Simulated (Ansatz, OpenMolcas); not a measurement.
How methods differ on SiHCl2 (SMILES Cl[SiH]Cl)

The species is SiHCl2 (4 atoms), meant as a doublet with charge 0. As SMILES, `Cl[SiH]Cl`. The coordinates come from a PBE0-D4/def2-TZVP relaxation.

```xyz
4

Cl   -1.6466    0.1778    0.8894
Si    0.1876   -0.4142    0.2000
Cl    0.2509   -0.2813   -1.8417
H     1.2082    0.5177    0.7524
```

Quantity: the energy change with the Si2–Cl3 bond stretched from 2.047 to 2.559 Å, in eV. The values are calculated.

| level | kind | program | value (eV) | less FCI/STO-3G |
| --- | --- | --- | --- | --- |
| ROHF/STO-3G | Hartree–Fock | OpenMolcas | 1.49 | +0.33 |
| UPBE/STO-3G | GGA | OpenMolcas | 0.95 | -0.21 |
| U-r2SCAN/STO-3G | meta-GGA | Ansatz | 1.05 | -0.11 |
| UBHLYP/STO-3G | global hybrid | Ansatz | 1.25 | +0.09 |
| U-wB97X/STO-3G | range-separated hybrid | Ansatz | 1.30 | +0.14 |
| UB2PLYP/STO-3G | double hybrid | Ansatz | 1.14 | -0.02 |
| RPA@PBE/STO-3G | RPA | Ansatz | 0.92 | -0.24 |
| UCCSDT/STO-3G | coupled cluster or CI | Ansatz | 1.15 | -0.01 |
| FCI/STO-3G | exact in the basis | Ansatz | 1.16 | 0.00 |

FCI/STO-3G is exact within its basis and frozen core, so for wave-function methods in that basis the difference is their error; functionals converge differently with the basis, so for them it is only a difference. The first shape isn't each level's own minimum. The values span 0.92 to 1.49 eV. All rows use very small basis sets, so none should be taken for the real molecule's value.
